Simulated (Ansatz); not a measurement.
# AlH₃O₂: one molecule under many settings

Aim: run AlH₃O₂ under a spread of inputs, and see what each costs and gives.

Program: Ansatz 0.2.0, Gaussian basis. Level of theory: the settings change from run to run. These are calculated values, not measurements.

### 1 The molecule

The structure was relaxed beforehand with PBE0-D4 in a triple-zeta def2 set.

SMILES `[OH][AlH][OH]`, 6 atoms, charge 0, spin multiplicity 1.

Atoms are counted from 1 here; the program's logs count them from 0.

Bond lengths: O1–Al2 1.692 Å, O1–H4 0.954 Å, Al2–O3 1.692 Å, Al2–H5 1.565 Å, O3–H6 0.954 Å. Angles: Al2–O1–H4 126.6°, O1–Al2–O3 124.1°, O1–Al2–H5 117.9°, O3–Al2–H5 117.9°, Al2–O3–H6 126.5°.

### 2 SVWN5/def2-TZVPP

Set apart from the defaults: atoms shaken by 0.08 Å, relativity set to none, the search for lower states set to light.

in.yaml

```yaml
crystal:
  periodic: [false, false, false]
  atoms:
    - {symbol: O, position_ang: [-1.286812, -0.309285, -0.667512]}
    - {symbol: Al, position_ang: [0.238779, 0.308582, -0.440317]}
    - {symbol: O, position_ang: [1.069586, 0.158780, 1.126320]}
    - {symbol: H, position_ang: [-1.704272, -0.779546, -0.201623]}
    - {symbol: H, position_ang: [0.935283, 1.057927, -1.590201]}
    - {symbol: H, position_ang: [0.690188, -0.683047, 1.772980]}
basis:
  gaussian: {orbitals: def2-TZVPP}
hamiltonian: {xc: {name: SVWN5}, pseudopotentials: {relativity: none}}
scf: {lower_state_search: light}
output: {forces: true}
```

Started as:

```console
$ ansatz run in.yaml --threads 4 --pin off --events-out ev --progress --plain --max-ram 10444MiB
```

Output:

```text
Functional definition: SVWN5
  name "SVWN5"
  cite "Dirac, Proc. Camb. Phil. Soc. 26, 376 (1930) doi:10.1017/S0305004100016108"
  cite "Slater, Phys. Rev. 81, 385 (1951) doi:10.1103/PhysRev.81.385"
  cite "Vosko, Wilk & Nusair, Can. J. Phys. 58, 1200 (1980) doi:10.1139/p80-159"
  exchange = slater_x
  correlation = vwn5_c
748 factors; their error is unknown
mean field evaluation 1: about -10670.0034 eV, gradient 9.6e1 eV
mean field evaluation 2: about -10587.0591 eV, gradient 2.1e2 eV
mean field evaluation 4: about -10683.4787 eV, gradient 2.9e1 eV
mean field evaluation 8: about -10684.9006 eV, gradient 1.8e-1 eV
mean field evaluation 16: about -10684.8950 eV, gradient 5.3e-5 eV
mean field -10684.89497096 eV, -392.6626477008 hartree, gradient 5.3e-5 eV, S^2 0.000000; 0 other end points of the search recorded, 0 dependent functions left out
the calculation of the forces begins
reference -10684.89500717 eV, -392.6626490316 hartree; 16, 16 occupied and 130, 130 virtual orbitals, 748 factors
Total energy: -10684.89500717 eV, -392.6626490316 hartree
Atom 0 at    -1.286812    -0.309285    -0.667512 Å, force     9.494160    10.672146   -10.865189 eV/Å
Atom 1 at     0.238779     0.308582    -0.440317 Å, force     0.982654    -0.122891     1.876206 eV/Å
Atom 2 at     1.069586     0.158780     1.126320 Å, force    -2.181712    -3.403054     1.172534 eV/Å
Atom 3 at    -1.704272    -0.779546    -0.201623 Å, force   -10.012983   -10.976092    10.800256 eV/Å
Atom 4 at     0.935283     1.057927    -1.590201 Å, force     0.206784     0.266283    -0.309695 eV/Å
Atom 5 at     0.690188    -0.683047     1.772980 Å, force     1.511098     3.563608    -2.674111 eV/Å
Dipole moment:    -0.217270    -0.334005     0.179751 e Å
```

It took 0.3 s on 4 threads of Intel Xeon 6975P-C, shared host.

Largest force 18.368 eV/Å, dipole 2.10 D.

### 3 B3LYP5/6-31++G**

in.yaml

```yaml
crystal:
  periodic: [false, false, false]
  atoms:
    - {symbol: O, position_ang: [-1.271161, -0.307093, -0.753411]}
    - {symbol: Al, position_ang: [0.269158, 0.307193, -0.418962]}
    - {symbol: O, position_ang: [1.095599, 0.056073, 1.035610]}
    - {symbol: H, position_ang: [-1.809471, -0.839435, -0.172208]}
    - {symbol: H, position_ang: [0.974256, 1.161064, -1.525118]}
    - {symbol: H, position_ang: [0.783718, -0.441701, 1.787889]}
basis:
  gaussian: {orbitals: "6-31++G**"}
hamiltonian: {xc: {name: B3LYP5}}
output: {forces: true}
```

Same command.

Output (excerpt; [...] marks lines left out):

```text
Functional definition: B3LYP5
  name "B3LYP5"
  cite "Stephens, Devlin, Chabalowski & Frisch, J. Phys. Chem. 98, 11623 (1994) doi:10.1021/j100096a001"
  cite "Becke, Phys. Rev. A 38, 3098 (1988) doi:10.1103/PhysRevA.38.3098"
  cite "Lee, Yang & Parr, Phys. Rev. B 37, 785 (1988) doi:10.1103/PhysRevB.37.785"
  cite "Vosko, Wilk & Nusair, Can. J. Phys. 58, 1200 (1980) doi:10.1139/p80-159"
[...]
681 factors; integrals over basis functions are off by at most 7.5e-4 eV
[...]
mean field -10739.88652942 eV, -394.6835501996 hartree, gradient 3.3e-6 eV, S^2 0.000000; 0 other end points of the search recorded, 0 dependent functions left out
[...]
reference -10739.88681410 eV, -394.6835606613 hartree; 16, 16 occupied and 63, 63 virtual orbitals, 681 factors
Total energy: -10739.88681410 eV, -394.6835606613 hartree
Atom 0 at    -1.271161    -0.307093    -0.753411 Å, force    -0.385315    -0.086475    -0.230472 eV/Å
Atom 1 at     0.269158     0.307193    -0.418962 Å, force     0.372156     0.449409    -0.583266 eV/Å
Atom 2 at     1.095599     0.056073     1.035610 Å, force     0.332702     0.023659     0.312308 eV/Å
Atom 3 at    -1.809471    -0.839435    -0.172208 Å, force    -0.269301    -0.201930     0.149365 eV/Å
Atom 4 at     0.974256     1.161064    -1.525118 Å, force    -0.016020    -0.018819     0.025025 eV/Å
Atom 5 at     0.783718    -0.441701     1.787889 Å, force    -0.034221    -0.165844     0.327040 eV/Å
Dipole moment:    -0.241883    -0.292746     0.379264 e Å
```

Wall time 0.4 s (4 threads of Intel Xeon 6975P-C, shared host).

Largest force 0.825 eV/Å, dipole 2.58 D.

### 4 wB97/cc-pVDZ

Set apart from the defaults: charge -1, multiplicity 2.

in.yaml: that of step 3 with these lines changed.

```diff
@@ -10,4 +10,5 @@
 basis:
-  gaussian: {orbitals: "6-31++G**"}
-hamiltonian: {xc: {name: B3LYP5}}
-output: {forces: true}
+  gaussian: {orbitals: cc-pVDZ}
+total_charge: -1
+magnetization: {spin_polarized: true, initial_magnetization: 1}
+hamiltonian: {xc: {name: wB97}}
```

Launched as before.

Output (excerpt; [...] marks lines left out):

```text
Functional definition: wB97
  name "wB97"
  cite "Chai & Head-Gordon, J. Chem. Phys. 128, 084106 (2008) doi:10.1063/1.2834918"
  cite "Becke, J. Chem. Phys. 107, 8554 (1997) doi:10.1063/1.475007"
[...]
  # The coefficients of nought are those of the uniform gas.
[...]
      + integral(e_c_pw_opposite_spin*poly(b97_u_opposite, 1, cos1, cos2, cos3, cos4))
697 factors; their error is unknown
228 factors; integrals over basis functions are off by at most 1.6e-5 eV
[...]
mean field -10739.26167644 eV, -394.6605872762 hartree, gradient 4.4e-6 eV, S^2 0.754530; 2 other end points of the search recorded, 0 dependent functions left out
reference -10739.26167227 eV, -394.6605871229 hartree; 17, 16 occupied and 44, 45 virtual orbitals, 697 factors
Total energy: -10739.26167227 eV, -394.6605871229 hartree
```

Run time: 2.3 s. Hardware: 4 threads of Intel Xeon 6975P-C, shared host.

⟨S²⟩ 0.755.

### 5 wB97X-V/x2c-TZVPPall

in.yaml: that of step 4 with these lines changed.

```diff
@@ -10,5 +10,3 @@
 basis:
-  gaussian: {orbitals: cc-pVDZ}
-total_charge: -1
-magnetization: {spin_polarized: true, initial_magnetization: 1}
-hamiltonian: {xc: {name: wB97}}
+  gaussian: {orbitals: x2c-TZVPPall}
+hamiltonian: {xc: {name: wB97X-V}}
```

The command is unchanged.

Output (excerpt; [...] marks lines left out):

```text
Functional definition: wB97X-V
  name "wB97X-V"
  cite "Mardirossian & Head-Gordon, Phys. Chem. Chem. Phys. 16, 9904 (2014) doi:10.1039/C3CP54374A"
  cite "Becke, J. Chem. Phys. 107, 8554 (1997) doi:10.1063/1.475007"
  cite "Vydrov & Van Voorhis, J. Chem. Phys. 133, 244103 (2010) doi:10.1063/1.3521275"
[...]
      + integral(e_c_pw_opposite_spin*poly(b97_u_opposite, cos0, cos1)) + vv10(b, c)
762 factors; their error is unknown
180 factors; integrals over basis functions are off by at most 1.2e-5 eV
[...]
mean field -10757.28539562 eV, -395.3229467392 hartree, gradient 6.4e-5 eV, S^2 0.000000; 0 other end points of the search recorded, 0 dependent functions left out
reference -10757.28539364 eV, -395.3229466664 hartree; 16, 16 occupied and 130, 130 virtual orbitals, 762 factors
Total energy: -10757.28539364 eV, -395.3229466664 hartree
Relativity: scalar
```

Wall time 1.1 s (4 threads of Intel Xeon 6975P-C, shared host).

### 6 PBE-QIDH/def2-mTZVPP

Set apart from the defaults: coordinates scaled by 1.12.

in.yaml

```yaml
crystal:
  periodic: [false, false, false]
  atoms:
    - {symbol: O, position_ang: [-1.423700, -0.343944, -0.843820]}
    - {symbol: Al, position_ang: [0.301457, 0.344056, -0.469237]}
    - {symbol: O, position_ang: [1.227071, 0.062802, 1.159883]}
    - {symbol: H, position_ang: [-2.026607, -0.940167, -0.192873]}
    - {symbol: H, position_ang: [1.091167, 1.300392, -1.708132]}
    - {symbol: H, position_ang: [0.877765, -0.494705, 2.002436]}
basis:
  gaussian: {orbitals: def2-mTZVPP}
hamiltonian: {xc: {name: PBE-QIDH}}
output: {forces: true}
```

The command is unchanged.

Output (excerpt; [...] marks lines left out):

```text
Functional definition: PBE-QIDH
  name "PBE-QIDH"
  cite "Brémond, Sancho-García, Pérez-Jiménez & Adamo, J. Chem. Phys. 141, 031101 (2014) doi:10.1063/1.4890314"
  cite "Perdew, Burke & Ernzerhof, Phys. Rev. Lett. 77, 3865 (1996) doi:10.1103/PhysRevLett.77.3865"
[...]
768 factors; integrals over basis functions are off by at most 1.1e-3 eV
[...]
mean field -10726.44313085 eV, -394.1895144145 hartree, gradient 5.2e-6 eV, S^2 0.000000; 0 other end points of the search recorded, 0 dependent functions left out
7 core orbitals not correlated: weight in the atoms' cores, before any rotation towards them, 1.000 or more for the frozen orbitals, at most 0.000 for the correlated occupied ones
reference -10726.44314229 eV, -394.1895148348 hartree; 9, 9 occupied and 69, 69 virtual orbitals, 768 factors
second order -15.80103827 eV of doubles, -0.00000000 eV of singles
[...]
Total energy: -10731.71015505 eV, -394.3830739835 hartree
Atom 0 at    -1.423700    -0.343944    -0.843820 Å, force     0.462624    -1.075973     2.871051 eV/Å
Atom 1 at     0.301457     0.344056    -0.469237 Å, force    -0.762682    -0.926835     1.197074 eV/Å
Atom 2 at     1.227071     0.062802     1.159883 Å, force    -2.632732    -1.551813     0.531193 eV/Å
Atom 3 at    -2.026607    -0.940167    -0.192873 Å, force     2.834689     2.510993    -2.418158 eV/Å
Atom 4 at     1.091167     1.300392    -1.708132 Å, force    -0.991681    -1.200453     1.555642 eV/Å
Atom 5 at     0.877765    -0.494705     2.002436 Å, force     1.089781     2.244082    -3.736802 eV/Å
Dipole moment:    -0.167481    -0.202579     0.262555 e Å
```

Wall time 0.85 s (4 threads of Intel Xeon 6975P-C, shared host).

Largest force 4.493 eV/Å, dipole 1.78 D.

### 7 CCSD(T)/aug-cc-pVDZ

Options: correlated electrons set to outside_noble_gas, high accuracy.

in.yaml

```yaml
crystal:
  periodic: [false, false, false]
  atoms:
    - {symbol: O, position_ang: [-1.271161, -0.307093, -0.753411]}
    - {symbol: Al, position_ang: [0.269158, 0.307193, -0.418962]}
    - {symbol: O, position_ang: [1.095599, 0.056073, 1.035610]}
    - {symbol: H, position_ang: [-1.809471, -0.839435, -0.172208]}
    - {symbol: H, position_ang: [0.974256, 1.161064, -1.525118]}
    - {symbol: H, position_ang: [0.783718, -0.441701, 1.787889]}
basis:
  gaussian: {orbitals: aug-cc-pVDZ}
hamiltonian: {xc: {name: HF}}
correlation: {method: ccsd_t, electrons: outside_noble_gas}
accuracy: high
```

Same command.

Output (excerpt; [...] marks lines left out):

```text
Functional definition: HF
  name "HF"
  cite "Fock, Z. Phys. 61, 126 (1930) doi:10.1007/BF01340294"
  parent pbe
[...]
1962 factors; integrals over basis functions are off by at most 3.0e-9 eV
[...]
mean field -10708.33404697 eV, -393.5240178568 hartree, gradient 1.6e-8 eV, S^2 0.000000; 0 other end points of the search recorded, 0 dependent functions left out
7 core orbitals not correlated: weight in the atoms' cores, before any rotation towards them, 1.000 or more for the frozen orbitals, at most 0.000 for the correlated occupied ones
reference -10708.33404697 eV, -393.5240178568 hartree; 9, 9 occupied and 84, 84 virtual orbitals, 1962 factors
second order -13.00142003 eV of doubles, -0.00000000 eV of singles
cycle   1  -13.03761293 eV  change   -3.6e-2 eV  update   9.3e-2
[...]
cycle  21  -13.43893653 eV  change  -2.9e-10 eV  update  7.2e-10
perturbative correction -0.35668458 eV, -0.0131079166 hartree
Total energy: -10722.12966808 eV, -394.0309975815 hartree
```

It took 3.2 s on 4 threads of Intel Xeon 6975P-C, shared host; peak memory 0.76 GiB.

T1 0.015.

### 8 CAM-B3LYP/def2-SVPD

Options: a grid of angular degree 11, relativity set to scalar, high accuracy.

in.yaml: that of step 7 with these lines changed.

```diff
@@ -10,5 +10,5 @@
 basis:
-  gaussian: {orbitals: aug-cc-pVDZ}
-hamiltonian: {xc: {name: HF}}
-correlation: {method: ccsd_t, electrons: outside_noble_gas}
+  gaussian: {orbitals: def2-SVPD, final_grid: {core_spheres: 5, valence_spheres: 4, degree: 11}}
+hamiltonian: {xc: {name: CAM-B3LYP}, pseudopotentials: {relativity: scalar}}
 accuracy: high
+output: {forces: true}
```

The command is unchanged.

Output (excerpt; [...] marks lines left out):

```text
Functional definition: CAM-B3LYP
  name "CAM-B3LYP"
  cite "Yanai, Tew & Handy, Chem. Phys. Lett. 393, 51 (2004) doi:10.1016/j.cplett.2004.06.011"
  cite "Iikura, Tsuneda, Yanai & Hirao, J. Chem. Phys. 115, 3540 (2001) doi:10.1063/1.1383587"
  cite "Becke, Phys. Rev. A 38, 3098 (1988) doi:10.1103/PhysRevA.38.3098"
  cite "Lee, Yang & Parr, Phys. Rev. B 37, 785 (1988) doi:10.1103/PhysRevB.37.785"
  cite "Vosko, Wilk & Nusair, Can. J. Phys. 58, 1200 (1980) doi:10.1139/p80-159"
[...]
  # Exact exchange under (alpha + beta erf(omega r))/r, Becke's under what is left of 1/r.
[...]
1807 factors; integrals over basis functions are off by at most 3.1e-9 eV
499 factors; integrals over basis functions are off by at most 1.4e-9 eV
[...]
mean field -10750.18435095 eV, -395.0619881609 hartree, gradient 4.0e-8 eV, S^2 0.000000; 0 other end points of the search recorded, 0 dependent functions left out
[...]
reference -10750.18436592 eV, -395.0619887108 hartree; 16, 16 occupied and 78, 78 virtual orbitals, 1807 factors
Total energy: -10750.18436592 eV, -395.0619887108 hartree
Relativity: scalar
Atom 0 at    -1.271161    -0.307093    -0.753411 Å, force    -0.334017    -0.107843    -0.127351 eV/Å
Atom 1 at     0.269158     0.307193    -0.418962 Å, force     0.330909     0.399368    -0.518518 eV/Å
Atom 2 at     1.095599     0.056073     1.035610 Å, force     0.225819    -0.022145     0.296106 eV/Å
Atom 3 at    -1.809471    -0.839435    -0.172208 Å, force    -0.145306    -0.112009     0.087276 eV/Å
Atom 4 at     0.974256     1.161064    -1.525118 Å, force    -0.053417    -0.064131     0.083710 eV/Å
Atom 5 at     0.783718    -0.441701     1.787889 Å, force    -0.023987    -0.093239     0.178778 eV/Å
Dipole moment:    -0.215643    -0.260944     0.338101 e Å
```

Wall time 1 s (4 threads of Intel Xeon 6975P-C, shared host).

Largest force 0.733 eV/Å, dipole 2.30 D.

### 9 RPBE/STO-3G

This run has D3(BJ) with three-body dispersion.

in.yaml: that of step 8 with these lines changed.

```diff
@@ -10,5 +10,4 @@
 basis:
-  gaussian: {orbitals: def2-SVPD, final_grid: {core_spheres: 5, valence_spheres: 4, degree: 11}}
-hamiltonian: {xc: {name: CAM-B3LYP}, pseudopotentials: {relativity: scalar}}
-accuracy: high
+  gaussian: {orbitals: STO-3G}
+hamiltonian: {xc: {name: RPBE}, dispersion: d3bjatm}
 output: {forces: true}
```

The command is unchanged.

Output (excerpt; [...] marks lines left out):

```text
Functional definition: RPBE
  name "RPBE"
  cite "Hammer, Hansen & Nørskov, Phys. Rev. B 59, 7413 (1999) doi:10.1103/PhysRevB.59.7413"
  cite "Perdew, Burke & Ernzerhof, Phys. Rev. Lett. 77, 3865 (1996) doi:10.1103/PhysRevLett.77.3865"
[...]
276 factors; integrals over basis functions are off by at most 3.4e-5 eV
[...]
mean field -10602.98117339 eV, -389.6523711634 hartree, gradient 4.4e-5 eV, S^2 0.000000; 0 other end points of the search recorded, 0 dependent functions left out
[...]
reference -10602.98119267 eV, -389.6523718717 hartree; 16, 16 occupied and 6, 6 virtual orbitals, 276 factors
Total energy: -10603.44302482 eV, -389.6693438904 hartree
Atom 0 at    -1.271161    -0.307093    -0.753411 Å, force     1.756879     2.463010    -3.491214 eV/Å
Atom 1 at     0.269158     0.307193    -0.418962 Å, force    -0.005277    -0.007700     0.008160 eV/Å
Atom 2 at     1.095599     0.056073     1.035610 Å, force     2.389287     2.560622    -3.012309 eV/Å
Atom 3 at    -1.809471    -0.839435    -0.172208 Å, force    -1.506232    -2.119520     3.010987 eV/Å
Atom 4 at     0.974256     1.161064    -1.525118 Å, force    -0.570792    -0.690680     0.895321 eV/Å
Atom 5 at     0.783718    -0.441701     1.787889 Å, force    -2.063866    -2.205733     2.589055 eV/Å
Dipole moment:    -0.209730    -0.253843     0.328891 e Å
```

It took 0.15 s on 4 threads of Intel Xeon 6975P-C, shared host.

Largest force 4.620 eV/Å, dipole 2.24 D.

### 10 CAM-B3LYP/cc-pVDZ

Set apart from the defaults: D4 dispersion, relativity set to scalar, the search for lower states set to off.

in.yaml: that of step 9 with these lines changed.

```diff
@@ -10,4 +10,4 @@
 basis:
-  gaussian: {orbitals: STO-3G}
-hamiltonian: {xc: {name: RPBE}, dispersion: d3bjatm}
-output: {forces: true}
+  gaussian: {orbitals: cc-pVDZ}
+hamiltonian: {xc: {name: CAM-B3LYP}, dispersion: d4, pseudopotentials: {relativity: scalar}}
+scf: {lower_state_search: off}
```

Launched as before.

Output (excerpt; [...] marks lines left out):

```text
Functional definition: CAM-B3LYP
  name "CAM-B3LYP"
  cite "Yanai, Tew & Handy, Chem. Phys. Lett. 393, 51 (2004) doi:10.1016/j.cplett.2004.06.011"
  cite "Iikura, Tsuneda, Yanai & Hirao, J. Chem. Phys. 115, 3540 (2001) doi:10.1063/1.1383587"
  cite "Becke, Phys. Rev. A 38, 3098 (1988) doi:10.1103/PhysRevA.38.3098"
  cite "Lee, Yang & Parr, Phys. Rev. B 37, 785 (1988) doi:10.1103/PhysRevB.37.785"
  cite "Vosko, Wilk & Nusair, Can. J. Phys. 58, 1200 (1980) doi:10.1139/p80-159"
[...]
  # Exact exchange under (alpha + beta erf(omega r))/r, Becke's under what is left of 1/r.
[...]
566 factors; integrals over basis functions are off by at most 7.7e-4 eV
198 factors; integrals over basis functions are off by at most 8.6e-6 eV
[...]
mean field -10754.57965963 eV, -395.2235127754 hartree, gradient 6.1e-6 eV, S^2 0.000000; 0 other end points of the search recorded, 0 dependent functions left out
reference -10754.57976883 eV, -395.2235167885 hartree; 16, 16 occupied and 45, 45 virtual orbitals, 566 factors
Total energy: -10754.63935936 eV, -395.2257067000 hartree
Relativity: scalar
Checks for a lower state left out: stability, starts, cluster_reference, orbital_swaps, neighbouring_geometries, increment
```

Wall time 0.25 s (4 threads of Intel Xeon 6975P-C, shared host).

### 11 The runs in one table

| level | charge | multiplicity | geometry | functions | energy (eV) | time |
| --- | --- | --- | --- | --- | --- | --- |
| SVWN5/def2-TZVPP | 0 | 1 | shaken | 146 | -10684.895 | 0.3 s |
| B3LYP5/6-31++G** | 0 | 1 | relaxed | 79 | -10739.887 | 0.4 s |
| wB97/cc-pVDZ | -1 | 2 | relaxed | 61 | -10739.262 | 2.3 s |
| wB97X-V/x2c-TZVPPall | 0 | 1 | relaxed | 146 | -10757.285 | 1.1 s |
| PBE-QIDH/def2-mTZVPP | 0 | 1 | scaled | 85 | -10731.710 | 0.85 s |
| CCSD(T)/aug-cc-pVDZ | 0 | 1 | relaxed | 100 | -10722.130 | 3.2 s |
| CAM-B3LYP/def2-SVPD | 0 | 1 | relaxed | 94 | -10750.184 | 1 s |
| RPBE/STO-3G | 0 | 1 | relaxed | 22 | -10603.443 | 0.15 s |
| CAM-B3LYP/cc-pVDZ | 0 | 1 | relaxed | 61 | -10754.639 | 0.25 s |

### 12 Outcome

| quantity | value |
| --- | --- |
| runs | 9 |
| quickest | RPBE/STO-3G, 0.15 s |
| slowest | CCSD(T)/aug-cc-pVDZ, 3.2 s |
| spread of total energies, same state and geometry | 153.8 eV |
| dipole, same state and geometry | 2.24 to 2.58 D |

CCSD(T)/aug-cc-pVDZ took 22 times as long as RPBE/STO-3G. The jobs differ in tasks and options as well as level. The totals spread over 154 eV; they can't be compared across methods or bases. Some of these runs are scalar-relativistic and others not, which shifts the totals of all-electron atoms past neon by eV; core potentials, where a basis has them, take the core out of the total altogether. At the PBE0-D4/def2-TZVP geometry and in the same state, runs without warnings or point charges leave forces up to 4.62 eV/Å (RPBE/STO-3G), against 18.4 eV/Å where the atoms were moved. At that geometry and state the dipole changes by 15 % between the lowest and highest value.
